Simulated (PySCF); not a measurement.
Species: C2H2FO (charge -1).
SMILES: `C=C([O-])F`

The closed-shell ground state was solved at several levels (PySCF, density fitting, gas phase, non-relativistic). Isolated species at its GFN2-xTB geometry, gas phase. Where the HOMO energy is positive, the finite basis confines the outermost electrons. No diffuse functions stand in pcJ-1 and pcSseg-1, which bears on an anion's orbital energies.

| level | basis functions | HOMO (eV) | LUMO (eV) | gap (eV) |
| --- | --- | --- | --- | --- |
| B3LYP/pcJ-1 | 128 | 0.33 | 6.99 | 6.66 |
| PBE0/pcSseg-1 | 78 | 0.09 | 7.31 | 7.22 |

Problem. Estimate the row for PBE0/def2-SVPD, a basis of 102 functions; the other rows only guide the guess.

Solution. HOMO -0.25 eV, LUMO 5.31 eV, gap 5.56 eV.

Problem. Over all these levels, which gives the widest orbital gap and which the narrowest?

Solution. PBE0/pcSseg-1 has the widest, 7.22 eV, and PBE0/def2-SVPD the narrowest, 5.56 eV. The two share the functional. From the narrowest to the widest the HOMO moves by +0.34 eV and the LUMO by +2.00 eV.
